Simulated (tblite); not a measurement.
Species: C₄H₅OP.
Geometry (GFN2-xTB, Å), atoms numbered from 1 in this order:
```xyz
11
C4H5OP angstrom
P      2.1186   -0.6122   -0.2959
C      0.3828   -0.1861    0.0063
C     -0.7061   -0.3833   -0.8909
C     -1.8176    0.0151   -0.2212
O     -1.5056    0.4299    1.0179
C     -0.1776    0.3032    1.1522
H      2.3400    0.3952   -1.2373
H      2.6116    0.1701    0.7470
H     -0.6487   -0.7638   -1.8900
H     -2.8504    0.0532   -0.5057
H      0.2584    0.5813    2.0917
```

Computed values, GFN2-xTB/tblite, gas phase, harmonic and unscaled. Errors from tens to a few hundred cm⁻¹ against measured bands are possible. Modes of hydrogen on phosphorus can be 10 to 20 % off. One conformer, not necessarily the lowest.

Harmonic wavenumbers (cm⁻¹): 87.8, 203.1, 226.1, 460.3, 584.9, 598.1, 753.1, 777.6, 828.6, 835.7, 851.0, 862.7, 928.4, 1036.0, 1068.6, 1125.9, 1155.3, 1202.0, 1213.2, 1350.4, 1461.8, 1555.1, 2250.6, 2328.2, 3164.6, 3168.7, 3186.8.

A = 8919, B = 1952, C = 1620 MHz; mass 100.008 u (most abundant isotopes); point group C1, symmetry number 1.

Question: What is the zero-point energy?

Answer: Half the sum of the wavenumbers: 16632 cm⁻¹ = 47.55 kcal/mol.

Question: What is S at 500 K and 1 bar for an ideal gas of classical rigid rotors and harmonic oscillators?

Answer: Translation 42.31, rotation 28.38, vibration 21.82: S = 92.5 cal/(mol K).

Question: And Cp and H(500 K) − H(0)?

Answer: Cp = 34.63 cal/(mol K), of which vibrations give 26.69 (their classical limit is 27 R = 53.7); H(500 K) − H(0) = 10.19 kcal/mol without the zero-point energy, 6.21 from vibrations.

Question: What must be added to the electronic energy to get the Gibbs energy at 500 K and 1 bar?

Answer: ZPE + [H(500 K) − H(0)] − T·S = 47.55 + 10.19 − 46.26 = 11.48 kcal/mol.

Question: Which modes carry the vibrational entropy at 500 K?

Answer: 87.8 cm⁻¹: 4.73; 203.1 cm⁻¹: 3.08; 226.1 cm⁻¹: 2.88; 460.3 cm⁻¹: 1.57; 584.9 cm⁻¹: 1.17; 598.1 cm⁻¹: 1.14 cal/(mol K); the other 21 give 7.26 together.

Hindered rotation and anharmonicity are outside this model. Other conformers, if any are populated, would add a mixing term that is left out. The structure is chiral; the term R ln 2 for an equal mix with its mirror image is left out.
